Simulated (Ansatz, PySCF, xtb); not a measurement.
Homolysis of single bonds, series Si Br-NH2. Isolated molecules, 0 K electronic values unless said otherwise. One relaxed conformer stands for each flexible species; it need not be the lowest. Strings in code marks are SMILES.

Quantity: homolytic bond dissociation enthalpy at 298 K (no spin–orbit term), in kcal/mol. Thermal and zero-point terms are GFN2-xTB rigid-rotor harmonic values (xtb).

Level 1: PBE-D3(BJ)/def2-TZVP // B3LYP-D3(BJ)/def2-TZVP (PySCF)
Level 2: B3LYP/6-31G* // B3LYP-D3(BJ)/def2-TZVP (PySCF)
Level 3: frozen-core MP2/6-31G* // B3LYP-D3(BJ)/def2-TZVP (PySCF)
Level 4: HF/cc-pVTZ // B3LYP-D3(BJ)/def2-TZVP (Ansatz, a quantum-chemistry and plane-wave program)

```csv
species,level 1,level 2,level 3,level 4
"N–Si bond of `N[Si](N)(Br)Br`, giving `N[Si](Br)Br` and `[NH2]`",103.7,98.7,108.5,80.1
"Si–Br bond of `N[Si](Br)(Br)Br`, giving `N[Si](Br)Br` and `[Br]`",91.3,83.1,90.2,66.5
```
